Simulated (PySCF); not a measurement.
Geometries of 3 isomers of C4H4S, from PBE0-D3(BJ)/def2-SVP geometry optimisation, gas phase (PySCF). One conformer each, no zero-point energy, no frequencies.

Question: Which isomer lies lowest at this level?
A.
```xyz
9
angstrom
C     -1.684    0.068   -0.050
C     -0.394    0.285   -0.348
C      0.722   -0.311    0.367
C      1.998   -0.110    0.081
S      3.499    0.124   -0.255
H     -2.479    0.545   -0.626
H     -1.981   -0.588    0.773
H     -0.137    0.949   -1.180
H      0.514   -0.980    1.213
```
B.
```xyz
9
angstrom
C      2.240    0.033   -0.169
C      1.081   -0.286   -0.023
C     -0.324   -0.629    0.151
C     -1.238    0.555   -0.012
S     -2.515    0.877    0.916
H      3.271    0.307   -0.295
H     -0.612   -1.373   -0.617
H     -0.505   -1.103    1.129
H     -0.980    1.211   -0.861
```
C.
```xyz
9
angstrom
C     -1.920    0.041   -0.146
C     -0.484   -0.099   -0.026
C      0.727   -0.202    0.070
C      2.125   -0.345    0.191
S      3.207    0.870    0.106
H     -2.228    1.095   -0.068
H     -2.439   -0.534    0.637
H     -2.263   -0.343   -1.120
H      2.472   -1.379    0.357
```

Answer: A. That is `C=CC=C=S`, 11.9 kcal/mol below the next.

| SMILES | atoms numbered as above | E (Eh) | relative (kcal/mol) | relative (kJ/mol) | dipole (D) |
| --- | --- | --- | --- | --- | --- |
| C=CC=C=S | [CH2:1]=[CH:2][CH:3]=[C:4]=[S:5] | -552.39406 | 0.0 | 0.0 | 0.62 |
| CC#CC=S | [CH3:1][C:2]#[C:3][CH:4]=[S:5] | -552.37506 | 11.9 | 49.9 | 3.45 |
| C#CCC=S | [CH:1]#[C:2][CH2:3][CH:4]=[S:5] | -552.35815 | 22.5 | 94.3 | 1.77 |

As drawn, the lowest has cumulated double bonds and a C=C bond outside aromatic rings, which the highest lacks; the highest has a C≡C bond, which the lowest lacks.
